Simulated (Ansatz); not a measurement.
Harmonic vibrations of [BH4]- (BH₄⁻) by finite differences.

```yaml
crystal:
  periodic: [false, false, false]
  atoms:
    - {symbol: B, position_ang: [0.000000, -0.000011, -0.000004]}
    - {symbol: H, position_ang: [0.011982, -0.020613, 1.239409]}
    - {symbol: H, position_ang: [1.164664, 0.011970, -0.424347]}
    - {symbol: H, position_ang: [-0.592576, 1.016325, -0.390667]}
    - {symbol: H, position_ang: [-0.584069, -1.007670, -0.424382]}
basis:
  gaussian: {orbitals: def2-TZVPD}
total_charge: -1
hamiltonian: {xc: pbe0, dispersion: d4}
scf: {omitted_lower_state_checks: [starts]}
phonons: {temperatures: {t_min: 298.15, t_max: 900, t_step: 200}}
```

```sh
$ ansatz run in.yaml --threads 4 --pin off --events-out ev --progress --plain --max-ram 3916MiB
```

Shortened log:

```
Functional definition: PBE0
mean field -740.59230988 eV, -27.2162653968 hartree, gradient 4.8e-5 eV, S^2 0.000000; 0 other end points of the search recorded, 0 dependent functions left out
mean field -740.59222291 eV, -27.2162622005 hartree, gradient 2.7e-6 eV, S^2 0.000000; 0 other end points of the search recorded, 0 dependent functions left out
mean field -740.59222343 eV, -27.2162622195 hartree, gradient 2.6e-6 eV, S^2 0.000000; 0 other end points of the search recorded, 0 dependent functions left out
mean field -740.59222451 eV, -27.2162622592 hartree, gradient 2.6e-6 eV, S^2 0.000000; 0 other end points of the search recorded, 0 dependent functions left out
mean field -740.59222183 eV, -27.2162621608 hartree, gradient 2.6e-6 eV, S^2 0.000000; 0 other end points of the search recorded, 0 dependent functions left out
mean field -740.59222381 eV, -27.2162622337 hartree, gradient 2.7e-6 eV, S^2 0.000000; 0 other end points of the search recorded, 0 dependent functions left out
mean field -740.59222254 eV, -27.2162621870 hartree, gradient 2.6e-6 eV, S^2 0.000000; 0 other end points of the search recorded, 0 dependent functions left out
mean field -740.59230162 eV, -27.2162650929 hartree, gradient 5.4e-7 eV, S^2 0.000000; 0 other end points of the search recorded, 0 dependent functions left out
mean field -740.59230191 eV, -27.2162651037 hartree, gradient 5.5e-7 eV, S^2 0.000000; 0 other end points of the search recorded, 0 dependent functions left out
mean field -740.59230207 eV, -27.2162651095 hartree, gradient 5.5e-7 eV, S^2 0.000000; 0 other end points of the search recorded, 0 dependent functions left out
mean field -740.59230144 eV, -27.2162650864 hartree, gradient 5.4e-7 eV, S^2 0.000000; 0 other end points of the search recorded, 0 dependent functions left out
mean field -740.59223842 eV, -27.2162627706 hartree, gradient 2.2e-6 eV, S^2 0.000000; 0 other end points of the search recorded, 0 dependent functions left out
mean field -740.59227052 eV, -27.2162639501 hartree, gradient 8.2e-7 eV, S^2 0.000000; 0 other end points of the search recorded, 0 dependent functions left out
mean field -740.59224586 eV, -27.2162630441 hartree, gradient 2.3e-6 eV, S^2 0.000000; 0 other end points of the search recorded, 0 dependent functions left out
mean field -740.59227413 eV, -27.2162640827 hartree, gradient 8.4e-7 eV, S^2 0.000000; 0 other end points of the search recorded, 0 dependent functions left out
mean field -740.59230150 eV, -27.2162650887 hartree, gradient 5.4e-7 eV, S^2 0.000000; 0 other end points of the search recorded, 0 dependent functions left out
mean field -740.59230203 eV, -27.2162651079 hartree, gradient 5.4e-7 eV, S^2 0.000000; 0 other end points of the search recorded, 0 dependent functions left out
mean field -740.59230149 eV, -27.2162650884 hartree, gradient 7.7e-7 eV, S^2 0.000000; 0 other end points of the search recorded, 0 dependent functions left out
mean field -740.59229095 eV, -27.2162647010 hartree, gradient 5.5e-7 eV, S^2 0.000000; 0 other end points of the search recorded, 0 dependent functions left out
mean field -740.59229857 eV, -27.2162649810 hartree, gradient 8.8e-7 eV, S^2 0.000000; 0 other end points of the search recorded, 0 dependent functions left out
mean field -740.59228334 eV, -27.2162644213 hartree, gradient 5.8e-7 eV, S^2 0.000000; 0 other end points of the search recorded, 0 dependent functions left out
mean field -740.59225685 eV, -27.2162634478 hartree, gradient 2.5e-6 eV, S^2 0.000000; 0 other end points of the search recorded, 0 dependent functions left out
mean field -740.59228307 eV, -27.2162644115 hartree, gradient 8.7e-7 eV, S^2 0.000000; 0 other end points of the search recorded, 0 dependent functions left out
mean field -740.59230222 eV, -27.2162651151 hartree, gradient 7.4e-7 eV, S^2 0.000000; 0 other end points of the search recorded, 0 dependent functions left out
mean field -740.59229192 eV, -27.2162647365 hartree, gradient 5.5e-7 eV, S^2 0.000000; 0 other end points of the search recorded, 0 dependent functions left out
mean field -740.59229815 eV, -27.2162649657 hartree, gradient 8.7e-7 eV, S^2 0.000000; 0 other end points of the search recorded, 0 dependent functions left out
mean field -740.59228437 eV, -27.2162644591 hartree, gradient 5.8e-7 eV, S^2 0.000000; 0 other end points of the search recorded, 0 dependent functions left out
mean field -740.59228222 eV, -27.2162643799 hartree, gradient 8.8e-7 eV, S^2 0.000000; 0 other end points of the search recorded, 0 dependent functions left out
mean field -740.59225877 eV, -27.2162635185 hartree, gradient 2.6e-6 eV, S^2 0.000000; 0 other end points of the search recorded, 0 dependent functions left out
mean field -740.59230117 eV, -27.2162650766 hartree, gradient 7.7e-7 eV, S^2 0.000000; 0 other end points of the search recorded, 0 dependent functions left out
mean field -740.59229127 eV, -27.2162647127 hartree, gradient 5.5e-7 eV, S^2 0.000000; 0 other end points of the search recorded, 0 dependent functions left out
Total energy: -740.63296195 eV, -27.2177593324 hartree
Atom 0 at     0.000000    -0.000011    -0.000004 Å, force    -0.000013     0.000535     0.000381 eV/Å
Atom 1 at     0.011982    -0.020613     1.239409 Å, force     0.000009     0.000009     0.000442 eV/Å
Atom 2 at     1.164664     0.011970    -0.424347 Å, force     0.000807    -0.000037    -0.000279 eV/Å
Atom 3 at    -0.592576     1.016325    -0.390667 Å, force    -0.000281     0.000416    -0.000138 eV/Å
Atom 4 at    -0.584069    -1.007670    -0.424382 Å, force    -0.000522    -0.000923    -0.000407 eV/Å
Dipole moment:     0.000000    -0.000018    -0.000014 e Å
Vibrations: 1062.63 1062.64 1062.66 1183.93 1183.94 2270.06 2270.15 2270.27 2275.36 cm⁻¹, zero-point energy 0.907666 eV
Checks for a lower state left out: starts
```

It took 3.8 s on 4 threads of Arm Neoverse V2 on a shared host.
